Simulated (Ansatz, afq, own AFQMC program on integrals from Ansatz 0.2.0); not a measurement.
## Atomization energy of N2, singlet, worked out

```yaml
atoms:
  - { symbol: N, position_ang: [0.0000, 0.0000, 0.0000] }
  - { symbol: N, position_ang: [0.0000, 0.0000, 1.0895] }
```

Basis cc-pVQZ. Only valence electrons are correlated. Ansatz 0.2.0 and our own AFQMC program on the same integrals; the CISD trial comes from CCSD amplitudes, and released means the phaseless constraint is let go. Error bars are statistical, one sigma.

Total energies in eV. CBS is CCSD(T) at the limit of def2-TZVPP/QZVPP (extrapolated itself); the highest rung of each member is named.

Cautions: N₂ (singlet): the ph-AFQMC/HF walk drifts between its halves (2.6 errors), the released value is read at 2.40 1/Eh (meV from the phaseless value at times in 1/Eh: -5 ± 5 at 0.24, -6 ± 4 at 0.51, -12 ± 5 at 0.99, -7 ± 5 at 1.62, -13 ± 7 at 2.40).

```csv
member,count,CCSD(T)/cc-pVQZ,highest rung in cc-pVQZ,which,CCSD(T)/CBS
N (quartet),+2,-1483.6960,-1483.7066,FCI,-1483.8573
"N₂, singlet",-1,-2977.0366,-2977.0788 ± 0.0069,released AFQMC,-2977.5269
```

Q: Work out the best estimate of the atomization energy: the CCSD(T)/CBS difference plus the step from CCSD(T) to the highest rung.

A: Sums with the counts: CCSD(T)/CBS 9.8123 eV, highest rung 9.6656 eV, CCSD(T)/cc-pVQZ 9.6446 eV. The step is 9.6656 − 9.6446 = 0.0210 eV, so the best estimate is 9.8123 + (0.0210) = 9.8333 eV = 948.8 kJ/mol, with sampling noise 0.007 eV. The basis set is worth 0.168 eV of it. Zero-point, core-correlation and spin–orbit terms aren't in it.

Best estimates are given only where the step beyond CCSD(T) is under 0.3 eV and no member's determinant is very poor (T1 over 0.05, or 0.07 for open shells, ⟨S²⟩ too high by 0.3, two states mixed), so the hardest cases are missing from such tables.

Each member of a difference takes its own highest rung, so a best estimate needn't equal the limit plus the step of one row. A walk keeps the symmetry of its determinant, which the program's search chose and which needn't be the lowest solution, so a lower state of the same spin and another symmetry isn't excluded. Released energies are given only where the last usable release times agree within the noise; a slower fall can still hide under it.
